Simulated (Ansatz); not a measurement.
**H₂S, singlet: the ladder up to RCCSDTQ**

Geometry: a PBE0/def2-TZVP stationary point for this spin, not checked as a minimum.

```yaml
atoms:
  - { symbol: S, position_ang: [0.0000, -0.0550, 0.0000] }
  - { symbol: H, position_ang: [0.0000, 0.8742, -0.9672] }
  - { symbol: H, position_ang: [0.0000, 0.8742, 0.9672] }
```

Basis cc-pVTZ; Ansatz 0.2.0. Correlated methods freeze the noble-gas cores, which leaves 8 electrons in 57 orbitals. Prefix R: restricted or restricted open-shell reference. Active spaces: valence = (8e, 6o) chosen from the atoms' valence shells.

Full CI isn't at hand for all of this; RCCSDTQ serves as the reference, and is uncertain by about the last step of the cluster series.

The UHF ⟨S²⟩ is 0.000, the T1 diagnostic (RCCSD) is 0.0092 and the largest doubles amplitude (RCCSD) is 0.046.

Task: From what is known of these methods and the diagnostics, rank them by the size of their error in total energy against RCCSDTQ in cc-pVTZ, smallest first (an estimate: the text doesn't fix the numbers).
A. RMP2
B. RCCSD
C. NEVPT2 (valence space)
D. MRCISD (valence space)
E. BCCD(T)

Result: E (27 meV), B (242 meV), D (395 meV), A (893 meV), C (1166 meV).

All errors are against RCCSDTQ in cc-pVTZ. Within each family the higher level lies nearer, as is usual though not guaranteed.

Natural occupations of CASSCF (valence space) about the gap: 1.999 1.997 1.977 1.974 0.031 0.022; effectively unpaired electrons, Σ n²(2−n)², 0.01.
